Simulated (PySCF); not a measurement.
Molecule: SMILES O=C(Cl)C1CC1, C$_{4}$H$_{5}$ClO.

Structure with atom numbers: `[O:1]=[C:2]([Cl:3])[CH:4]1[CH2:5][CH2:6]1`; H(Xn) means a hydrogen on atom n. Ha(C5), Ha(C6) are cis to C2 on the ring; Hb(C5), Hb(C6) are trans to C2 on the ring.

Geometry PBE0-D3(BJ)/def2-SVP throughout; GIAO in PySCF 2.14, gas phase, one conformer, non-relativistic; equivalent atoms averaged; functional PBE0.

Task: How do the absolute shieldings σ depend on the basis set? (ppm; last column core-seconds on 1 thread of an Arm Neoverse V1, shared host)

Result: 
```tsv
basis set	functions	O1	C2	C4	C5/C6	Cl3	Ha(C5)/Ha(C6)	H(C4)	Hb(C5)/Hb(C6)	core-s
pcSseg-0	68	-306.5	-1.4	167.4	179.3	597.2	31.16	31.35	31.39	4.7
cc-pVDZ	113	-197.4	21.1	171.9	184.4	631.7	30.06	29.82	30.44	9.5
aug-cc-pVDZ	187	-184.4	17.3	170.5	182.7	611.7	29.87	29.53	30.36	18
cc-pVTZ	254	-224.9	5.5	162.6	175.0	599.1	29.83	29.53	30.30	30
IGLO-III	269	-235.0	-3.3	158.2	171.2	556.4	29.85	29.58	30.37	27
```

Task: Which nucleus moves most, in ppm?

Result: O1 (carbonyl oxygen): from -306.5 ppm with pcSseg-0 to -184.4 ppm with aug-cc-pVDZ. The smallest spread is 1.10 ppm, at Hb(C5)/Hb(C6). Proton shifts span only some 12 ppm, so a few tenths of a ppm matter as much there as several ppm in carbon.

Task: Taking the largest basis, IGLO-III (269 functions), as the yardstick, rank the others by their worst heavy-atom deviation.

Result: cc-pVTZ 42.7 ppm (254 functions), aug-cc-pVDZ 55.3 ppm (187 functions), pcSseg-0 71.5 ppm (68 functions), cc-pVDZ 75.3 ppm (113 functions).

A small basis that lands close on one nucleus may do so by chance; judge by the trend and by all nuclei.
